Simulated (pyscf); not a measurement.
Routes from Cl–BH–Cl (SMILES ClBCl) + HCl (SMILES Cl)

Candidate steps break at most two bonds and form at most two. Each was searched with GFN2-xTB (tblite) first. Optimised with ωB97X-D3(BJ)/def2-SVP in PySCF. MP2 and CC: frozen core, UHF for open shells. ΔMP2 is the change of the MP2 total energy from the triple- to the quadruple-zeta basis. Energies: CCSD(T)/def2-TZVPP + ΔMP2(QZVPP), kJ/mol, from the separated reactants, singlet surface.

```json
[
 {"products": "Cl–BH–Cl + HCl", "type": "four-centre exchange", "ΔE‡": "290.5", "ΔE": "0.0", "ΔG‡ 298 K": "322.2", "ΔG‡ 900 K": "398.2", "ν‡ (cm⁻¹)": "2478i"},
 {"products": "Cl–Cl + H₂B–Cl", "type": "four-centre exchange", "ΔE‡": "442.7", "ΔE": "+265.0", "ΔG‡ 298 K": "472.3", "ΔG‡ 900 K": "549.7", "ν‡ (cm⁻¹)": "1408i"}
]
```

Under all of these lies the exit to Cl–B(Cl)–Cl + H₂ (barrier +103.6 kJ/mol at ωB97M-D3(BJ)). Plain bond fissions and candidates not yet searched are not listed, and one of them may be faster. Each barrier is that of the saddle found; lower ones may exist. A restricted solution here is unstable towards spin polarisation, so biradical character is likely and single-reference numbers are less safe. The CCSD(T) − MP2 part came from Ansatz, without density fitting, on the same reference. The largest closed-shell T1 diagnostic is 0.045, which may signal static correlation.
